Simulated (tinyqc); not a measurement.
Ways to converge the cycle: SCF convergence aids in the sto-3g basis, for H3O+, spin multiplicity 1. Computed by the program tinyqc with PySCF. Command: `OMP_NUM_THREADS=1 python tinyqc.py 112988 112989 out.jsonl`; one thread of a shared host (Intel(R) Xeon(R) Processor @ 2.60GHz), about 0.6 s.

Geometry (angstrom):
```
atom,x,y,z
O,0.0000,0.0000,0.0620
H,1.0020,0.0000,0.0000
H,-0.5010,0.8680,0.0000
H,-0.5010,-0.8680,0.0000
```

lowest restricted solution found by these runs and by PySCF = -75.327244 hartree

RHF with one setting changed at a time; a run stops when the energy changes by less than 1e-09 hartree and the error matrix is below 1e-5. The start is random orbitals. Damping d keeps d of the old density; a shift (hartree) raises the virtual levels; DIIS n extrapolates F over n matrices.

Largest element of the error matrix X^T (FDS - SDF) X:
```
iteration,plain,damping 0.3,damping 0.6,shift 0.4,DIIS 3,DIIS 8
1,1.3e+01,1.3e+01,1.3e+01,1.3e+01,1.3e+01,1.3e+01
2,6.8e-01,3.5e+00,7.3e+00,6.1e-01,6.8e-01,6.8e-01
3,1.2e-01,1.0e+00,4.3e+00,2.2e-01,1.1e-01,1.1e-01
4,2.7e-02,3.1e-01,2.5e+00,8.8e-02,3.0e-02,3.0e-02
5,1.1e-02,9.3e-02,1.5e+00,5.2e-02,6.0e-03,5.0e-03
6,5.0e-03,2.9e-02,8.9e-01,3.1e-02,1.2e-03,8.9e-04
8,9.5e-04,1.0e-02,3.2e-01,1.1e-02,2.8e-05,2.7e-05
10,1.9e-04,3.8e-03,1.1e-01,3.7e-03,4.0e-06,5.1e-07
14,8.0e-06,5.1e-04,1.5e-02,4.3e-04,-,-
20,-,2.7e-05,2.7e-03,1.8e-05,-,-
30,-,-,2.1e-04,-,-,-
45,-,-,5.1e-06,-,-,-
```

How each run ends:
```
run,iterations,E (hartree),state
plain,14,-75.327244,lowest found
damping 0.3,23,-75.327244,lowest found
damping 0.6,48,-75.327244,lowest found
shift 0.4,22,-75.327244,lowest found
DIIS 3,10,-75.327244,lowest found
DIIS 8,10,-75.327244,lowest found
```

6 of 6 runs reach the lowest restricted solution found, in 10 to 48 iterations (fastest: DIIS 3, DIIS 8). Plain steps already contract here, so damping only slows them. DIIS 3 and DIIS 8 gain by cancelling the error over several earlier matrices, much as a quasi-Newton step does.
